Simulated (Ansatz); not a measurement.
# CH6Al2 (SMILES [AlH2][CH2][AlH2]): one structure at several levels

Aim: energy, forces and dipole at a structure displaced at random from a GFN2-xTB minimum, from CCSD(T) and from density functionals.

The runs use Ansatz 0.2.0, Gaussian basis; single points in def2-TZVPP.

Cores are frozen in the correlated methods.

## 1. Where the work starts

9 atoms, charge 0, spin multiplicity 1.

Atoms are counted from 1 here; the program's logs count them from 0.

Bond lengths: Al1–C2 2.001 Å, Al1–H4 1.493 Å, Al1–H5 1.393 Å, C2–Al3 1.965 Å, C2–H6 1.145 Å, C2–H7 1.226 Å, Al3–H8 1.591 Å, Al3–H9 1.638 Å. Angles: C2–Al1–H4 115.4°, C2–Al1–H5 128.7°, H4–Al1–H5 114.5°, Al1–C2–Al3 118.3°, Al1–C2–H6 112.0°, Al1–C2–H7 105.3°, Al3–C2–H6 108.1°, Al3–C2–H7 110.7°, H6–C2–H7 100.9°, C2–Al3–H8 125.3°, C2–Al3–H9 118.2°, H8–Al3–H9 116.4°.

Geometry (Å):

```mol
CH6Al2
  3D, bonds by distance, orders not assigned

  9  8  0  0  0  0  0  0  0  0999 V2000
   -0.7497    1.0467   -1.1626 Al  0  0
    0.7208    0.0591   -0.2326 C   0  0
    0.2505   -1.1154    1.2705 Al  0  0
   -2.0160    0.2795   -1.3515 H   0  0
   -0.8610    2.4136   -1.4095 H   0  0
    1.3645   -0.5402   -0.9650 H   0  0
    1.5165    0.9214    0.1231 H   0  0
    0.7105   -2.6295    1.4323 H   0  0
   -0.7979   -0.5494    2.3952 H   0  0
  1  2  8  0
  1  4  8  0
  1  5  8  0
  2  3  8  0
  2  6  8  0
  2  7  8  0
  3  8  8  0
  3  9  8  0
M  END
```

## 2. CCSD(T)/def2-TZVPP

Contents of run/in.yaml:

```yaml
crystal:
  periodic: [false, false, false]
  atoms:
    - {symbol: Al, position_ang: [-0.749700, 1.046700, -1.162600]}
    - {symbol: C, position_ang: [0.720800, 0.059100, -0.232600]}
    - {symbol: Al, position_ang: [0.250500, -1.115400, 1.270500]}
    - {symbol: H, position_ang: [-2.016000, 0.279500, -1.351500]}
    - {symbol: H, position_ang: [-0.861000, 2.413600, -1.409500]}
    - {symbol: H, position_ang: [1.364500, -0.540200, -0.965000]}
    - {symbol: H, position_ang: [1.516500, 0.921400, 0.123100]}
    - {symbol: H, position_ang: [0.710500, -2.629500, 1.432300]}
    - {symbol: H, position_ang: [-0.797900, -0.549400, 2.395200]}
basis:
  gaussian: {orbitals: def2-TZVPP}
correlation: {method: ccsd_t}
output: {forces: true}
```

The command line of these runs was not kept.

## 3. PBE0-D4/def2-TZVPP

Edit run/in.yaml of step 2 so:

```diff
@@ -14,3 +14,3 @@
   gaussian: {orbitals: def2-TZVPP}
-correlation: {method: ccsd_t}
-output: {forces: true}
+hamiltonian: {xc: pbe0, dispersion: d4}
+output: {forces: true, orbitals: {seedname: orbitals}}
```

## 4. wB97M-V/def2-TZVPP

Edit run/in.yaml of step 3 so:

```diff
@@ -14,3 +14,3 @@
   gaussian: {orbitals: def2-TZVPP}
-hamiltonian: {xc: pbe0, dispersion: d4}
-output: {forces: true, orbitals: {seedname: orbitals}}
+hamiltonian: {xc: {name: wB97M-V}}
+output: {forces: true}
```

## 5. r2SCAN-D4/def2-TZVPP

Edit run/in.yaml of step 4 so:

```diff
@@ -14,3 +14,3 @@
   gaussian: {orbitals: def2-TZVPP}
-hamiltonian: {xc: {name: wB97M-V}}
+hamiltonian: {xc: r2scan, dispersion: d4}
 output: {forces: true}
```

## 6. PBE-D4/def2-TZVPP

Edit run/in.yaml of step 5 so:

```diff
@@ -14,3 +14,3 @@
   gaussian: {orbitals: def2-TZVPP}
-hamiltonian: {xc: r2scan, dispersion: d4}
+hamiltonian: {xc: pbe, dispersion: d4}
 output: {forces: true}
```

## 7. HSE06-D4/def2-TZVPP

Edit run/in.yaml of step 6 so:

```diff
@@ -14,3 +14,3 @@
   gaussian: {orbitals: def2-TZVPP}
-hamiltonian: {xc: pbe, dispersion: d4}
+hamiltonian: {xc: hse06, dispersion: d4}
 output: {forces: true}
```

## 8. SPW92/def2-TZVPP

Edit run/in.yaml of step 7 so:

```diff
@@ -14,3 +14,3 @@
   gaussian: {orbitals: def2-TZVPP}
-hamiltonian: {xc: hse06, dispersion: d4}
+hamiltonian: {xc: lda}
 output: {forces: true}
```

(Steps that only read results are left out.)

Before running it: what results should come out? Wanted: energy less free atoms, CCSD(T)/def2-TZVPP; RMS force component; RMS force error; HOMO and LUMO, PBE0-D4; T1 diagnostic.

As calculated:

| quantity | value |
| --- | --- |
| energy less free atoms, CCSD(T)/def2-TZVPP | -2486.2 kJ/mol |
| RMS force component | 1.349 to 1.386 eV/Å over the methods |
| RMS force error | PBE0-D4 0.053, wB97M-V 0.057, r2SCAN-D4 0.050, PBE-D4 0.093, HSE06-D4 0.052, SPW92 0.165 eV/Å |
| HOMO and LUMO, PBE0-D4 | -7.77 and -1.59 eV |
| T1 diagnostic | 0.010 |

What this shows: Against CCSD(T) the functionals' energies less atoms differ by -301.5 to -17.5 kJ/mol, PBE-D4 by -24.6 kJ/mol. CCSD(T) in triple zeta still lacks some correlation energy of the bonds, so part of these gaps is its own basis error and they don't rank the functionals. The forces of r2SCAN-D4 come nearest to CCSD(T), those of SPW92 are farthest. Frozen-core CCSD(T) forces in triple zeta carry basis errors of their own, and this is one geometry, so small gaps rank nothing.
